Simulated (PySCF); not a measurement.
System (SMILES): C(Cl)Cl.
Geometry (B3LYP-D3(BJ)/def2-TZVP, fixed):
```
C
H 1 1.0832
H 1 1.0832 2 111.91
Cl 1 1.7804 2 108.02 3 118.77
Cl 1 1.7804 2 108.02 3 -118.77
```
Charge 0, spin multiplicity 1.

Basis-set convergence of the mean static polarisability at HF with PySCF. All functions are spherical. Density fitting with generated auxiliary sets. In sets without p functions on hydrogen, species with hydrogen take exact integrals. No added dispersion term, no relativity. Reference: the value in aug-pcseg-2, 41.47 bohr³, itself unsure by roughly 0.1 % (its distance from aug-cc-pV(T+d)Z). Deviations are taken from unrounded values.

| basis | functions | mean static polarisability (bohr³) |
|---|---|---|
| 6-31G* | 54 | 28.56 |
| 6-31+G* | 66 | 32.56 |
| def2-SVP | 60 | 27.32 |
| def2-SVPD | 90 | 40.50 |
| pcseg-1 | 60 | 29.97 |
| aug-pcseg-1 | 95 | 41.22 |
| cc-pV(D+d)Z | 70 | 28.81 |
| aug-cc-pV(D+d)Z | 105 | 40.22 |
| 6-311G** | 82 | 29.09 |
| 6-311+G** | 94 | 33.10 |
| def2-TZVP | 117 | 34.74 |
| def2-TZVPD | 147 | 41.49 |
| pcseg-2 | 126 | 32.95 |
| aug-pcseg-2 | 192 | 41.47 |
| cc-pV(T+d)Z | 136 | 34.54 |
| aug-cc-pV(T+d)Z | 202 | 41.41 |
| def2-TZVPP | 143 | 35.13 |
| def2-TZVPPD | 173 | 41.54 |
| def2-QZVPP | 257 | 38.79 |
| def2-QZVPPD | 287 | 41.63 |

What the diffuse functions change, pair by pair:
- 6-31G* to 6-31+G*: 12 more functions, deviation -31.1 to -21.5 %
- def2-SVP to def2-SVPD: 30 more functions, deviation -34.1 to -2.3 %
- pcseg-1 to aug-pcseg-1: 35 more functions, deviation -27.7 to -0.6 %
- cc-pV(D+d)Z to aug-cc-pV(D+d)Z: 35 more functions, deviation -30.5 to -3.0 %
- 6-311G** to 6-311+G**: 12 more functions, deviation -29.9 to -20.2 %
- def2-TZVP to def2-TZVPD: 30 more functions, deviation -16.2 to 0.1 %
- pcseg-2 to aug-pcseg-2: 66 more functions, deviation -20.5 to 0.0 %
- cc-pV(T+d)Z to aug-cc-pV(T+d)Z: 66 more functions, deviation -16.7 to -0.1 %
- def2-TZVPP to def2-TZVPPD: 30 more functions, deviation -15.3 to 0.2 %
- def2-QZVPP to def2-QZVPPD: 30 more functions, deviation -6.5 to 0.4 %

Leaving out the reference's own pair, they bring the value nearer the reference by more than 0.1 % in 9 of 9 pairs.
